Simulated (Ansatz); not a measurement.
# CH4FN: two geometries relaxed

Are the two ends of the inversion of the pyramid at N1 separate minima, and which lies lower? Each is relaxed from a guess. SMILES of the start: NCF.

All numbers below are computed with Ansatz 0.2.0 (RKS BLYP-D4/def2-SVP).

## (1) The structure to begin with

Bond lengths: N1–C2 1.402 Å, C2–F3 1.358 Å, N1–H4 0.977 Å, N1–H5 1.070 Å, C2–H6 1.076 Å, C2–H7 1.121 Å. Angles: N1–C2–F3 107.2°, N1–C2–H6 110.5°, N1–C2–H7 111.7°, F3–C2–H6 109.0°, F3–C2–H7 109.4°, H6–C2–H7 108.9°, C2–N1–H4 106.3°, C2–N1–H5 107.2°, H4–N1–H5 100.0°.

Coordinates:

```xyz
7

N    -0.4317   -0.1824   -0.7857
C     0.4555   -0.1381    0.2984
F    -0.0861    0.6921    1.2272
H    -1.3084   -0.3984   -0.4136
H    -0.6041    0.8269   -1.0952
H     0.5739   -1.1169    0.7293
H     1.4622    0.2488   -0.0060
```

## (2) Relaxing end A

The input, input.yaml:

```yaml
crystal:
  periodic: [false, false, false]
  atoms:
    - { symbol: "N", position_ang: [-0.4317, -0.1824, -0.7857] }
    - { symbol: C, position_ang: [0.4555, -0.1381, 0.2984] }
    - { symbol: F, position_ang: [-0.0861, 0.6921, 1.2272] }
    - { symbol: H, position_ang: [-1.3084, -0.3984, -0.4136] }
    - { symbol: H, position_ang: [-0.6041, 0.8269, -1.0952] }
    - { symbol: H, position_ang: [0.5739, -1.1169, 0.7293] }
    - { symbol: H, position_ang: [1.4622, 0.2488, -0.006] }
basis:
  gaussian: { orbitals: def2-SVP }
hamiltonian:
  xc: blyp
  dispersion: d4
relax:
  f_tol: 0.015
  max_steps: 40
```

Command:

```
> ansatz run input.yaml --threads 1 --pin off --max-ram 2048MiB --backend cpu --events-out ev --progress --plain --runs-dir out
```

The program printed (excerpt; [...] marks lines left out):

```text
Warning: RAYON_NUM_THREADS=1 ignored (pool sized by the plan → 1); use --threads N
[...]
Functional definition: BLYP
[...]
710 factors; their error is unknown
[...]
mean field -5303.08608735 eV, -194.8848191494 hartree, gradient 8.8e-6 eV, S^2 0.000000; 0 other end points of the search recorded, 0 dependent functions left out
[...]
reference -5303.08631098 eV, -194.8848273675 hartree; 13, 13 occupied and 49, 49 virtual orbitals, 710 factors
relax step   1: F+E_penalty+E_count = -5303.24186500 eV  Δ(F+E_penalty+E_count) = +0.000e0 eV  max|allowed force component| = 2.705e0 eV/Å  Δτ_max = 0.0000 Å  (25 SCF iters, accepted)
[...]
relax step   5: F+E_penalty+E_count = -5303.57766410 eV  Δ(F+E_penalty+E_count) = -5.813e-3 eV  max|allowed force component| = 1.988e-1 eV/Å  Δτ_max = 0.0701 Å  (27 SCF iters, accepted)
[...]
relax step   6: F+E_penalty+E_count = -5303.58195676 eV  Δ(F+E_penalty+E_count) = -4.293e-3 eV  max|allowed force component| = 1.264e-2 eV/Å  Δτ_max = 0.0194 Å  (30 SCF iters, accepted)
710 factors; their error is unknown
[...]
mean field -5303.42852146 eV, -194.8974033707 hartree, gradient 2.7e-5 eV, S^2 0.000000; 1 other end points of the search recorded, 0 dependent functions left out
[...]
reference -5303.42875321 eV, -194.8974118873 hartree; 13, 13 occupied and 49, 49 virtual orbitals, 710 factors
Total energy: -5303.58218851 eV, -194.9030505307 hartree
Atom 0 at    -0.454875    -0.133727    -0.779523 Å, force    -0.008967     0.003712    -0.002679 eV/Å
Atom 1 at     0.445857    -0.108479     0.318694 Å, force    -0.000021    -0.002457    -0.012147 eV/Å
Atom 2 at     0.036276     0.723693     1.399261 Å, force    -0.002670     0.006863     0.012603 eV/Å
Atom 3 at    -1.381399    -0.486939    -0.507662 Å, force     0.012641     0.004675    -0.001736 eV/Å
Atom 4 at    -0.580438     0.798868    -1.193835 Å, force     0.002271    -0.012593     0.006807 eV/Å
Atom 5 at     0.560904    -1.132924     0.733698 Å, force    -0.000898     0.003119    -0.003292 eV/Å
Atom 6 at     1.434975     0.271509    -0.016234 Å, force    -0.002356    -0.003318     0.000444 eV/Å
Dipole moment:    -0.093683    -0.053717    -0.209820 e Å
```

It took 7.8 s on 1 thread of Arm Neoverse V2, shared host; peak memory 0.12 GiB.

Step by step:

```
step  energy from step 1 (eV)  largest force component (eV/Å)
   1                   0.0000                          2.7050
   2                  -0.2850                          0.8010
  3x                  -0.2577                          1.8644
   4                  -0.3300                          0.1836
   5                  -0.3358                          0.1988
   6                  -0.3401                          0.0126
```

Step 1 is the start. 1 step was tried and not accepted (marked x).

After: Bond lengths: N1–C2 1.421 Å, C2–F3 1.424 Å, N1–H4 1.028 Å, N1–H5 1.028 Å, C2–H6 1.111 Å, C2–H7 1.111 Å. Angles: N1–C2–F3 114.5°, N1–C2–H6 109.8°, N1–C2–H7 109.7°, F3–C2–H6 106.6°, F3–C2–H7 106.6°, H6–C2–H7 109.6°, C2–N1–H4 111.9°, C2–N1–H5 111.9°, H4–N1–H5 107.9°.

## (3) End point B

The second end starts from a geometry with the move made by hand.

input.yaml: that of step 2 with these lines changed.

```diff
@@ -6,4 +6,4 @@
     - { symbol: F, position_ang: [-0.0861, 0.6921, 1.2272] }
-    - { symbol: H, position_ang: [-1.3084, -0.3984, -0.4136] }
-    - { symbol: H, position_ang: [-0.6041, 0.8269, -1.0952] }
+    - { symbol: H, position_ang: [-0.71374, -1.11347, -0.87104] }
+    - { symbol: H, position_ang: [0.15173, -0.08197, -1.67661] }
     - { symbol: H, position_ang: [0.5739, -1.1169, 0.7293] }
```

Command:

```
> ansatz run input.yaml --threads 1 --pin off --max-ram 2048MiB --backend cpu --events-out ev --progress --plain --runs-dir out
```

The program printed (excerpt; [...] marks lines left out):

```text
Warning: RAYON_NUM_THREADS=1 ignored (pool sized by the plan → 1); use --threads N
[...]
[... 1 set-up line as earlier in the session ...]
[...]
710 factors; their error is unknown
[...]
mean field -5302.85691885 eV, -194.8763973623 hartree, gradient 4.7e-5 eV, S^2 0.000000; 0 other end points of the search recorded, 0 dependent functions left out
[...]
reference -5302.85714428 eV, -194.8764056468 hartree; 13, 13 occupied and 49, 49 virtual orbitals, 710 factors
relax step   1: F+E_penalty+E_count = -5303.01250790 eV  Δ(F+E_penalty+E_count) = +0.000e0 eV  max|allowed force component| = 3.141e0 eV/Å  Δτ_max = 0.0000 Å  (24 SCF iters, accepted)
[...]
relax step   4: F+E_penalty+E_count = -5303.35632095 eV  Δ(F+E_penalty+E_count) = -6.020e-2 eV  max|allowed force component| = 2.471e-1 eV/Å  Δτ_max = 0.0557 Å  (27 SCF iters, accepted)
[...]
710 factors; their error is unknown
mean field -5303.42853834 eV, -194.8974039911 hartree, gradient 2.7e-5 eV, S^2 0.000000; 1 other end points of the search recorded, 0 dependent functions left out
[...]
reference -5303.42876961 eV, -194.8974124900 hartree; 13, 13 occupied and 49, 49 virtual orbitals, 710 factors
Total energy: -5303.58220618 eV, -194.9030511799 hartree
Atom 0 at    -0.029944    -0.575737    -0.968768 Å, force     0.007243    -0.003717     0.002473 eV/Å
Atom 1 at     0.545818    -0.212079     0.277922 Å, force    -0.005104    -0.003980    -0.013015 eV/Å
Atom 2 at    -0.208968     0.740049     1.021370 Å, force     0.002588     0.001686     0.005380 eV/Å
Atom 3 at    -0.957442    -1.003005    -0.852734 Å, force    -0.002281    -0.000896     0.001768 eV/Å
Atom 4 at    -0.129607     0.232711    -1.595468 Å, force     0.000019     0.002949    -0.000493 eV/Å
Atom 5 at     0.644022    -1.111980     0.922370 Å, force    -0.000614     0.003130     0.000816 eV/Å
Atom 6 at     1.547911     0.238102     0.110858 Å, force    -0.001851     0.000829     0.003073 eV/Å
Dipole moment:    -0.029719    -0.105774    -0.209281 e Å
```

Run time: 17 s. Hardware: 1 thread of Arm Neoverse V2, shared host; peak memory 0.12 GiB.

The steps of the relaxation:

```
step  energy from step 1 (eV)  largest force component (eV/Å)
   1                   0.0000                          3.1409
   2                  -0.2836                          0.9696
  3x                  -0.2799                          1.5961
   4                  -0.3438                          0.2471
   5                  -0.3549                          0.3395
   6                  -0.3678                          0.5639
  7x                  -0.2297                          3.2455
   8                  -0.4021                          0.5706
   9                  -0.4689                          0.9734
  10                  -0.5413                          0.9067
  11                  -0.5645                          0.3217
  12                  -0.5690                          0.0613
 13x                  -0.5687                          0.1589
  14                  -0.5695                          0.0130
```

Step 1 is the start. 3 steps were tried and not accepted (marked x).

After: Bond lengths: N1–C2 1.421 Å, C2–F3 1.424 Å, N1–H4 1.028 Å, N1–H5 1.028 Å, C2–H6 1.111 Å, C2–H7 1.111 Å. Angles: N1–C2–F3 114.5°, N1–C2–H6 109.7°, N1–C2–H7 109.7°, F3–C2–H6 106.6°, F3–C2–H7 106.6°, H6–C2–H7 109.6°, C2–N1–H4 111.9°, C2–N1–H5 111.9°, H4–N1–H5 108.0°.

## (4) What came out

```
                           quantity                     value
                              end A   4 moves, 0.340 eV lower
                              end B  10 moves, 0.569 eV lower
largest difference between the ends                    0.00 Å
            end B relative to end A                 -0.000 eV
```

Both starts fell into the same minimum (no atom differs by more than 0.00 Å), so from this start no second minimum was found and no band was run; another arrangement could still be one.
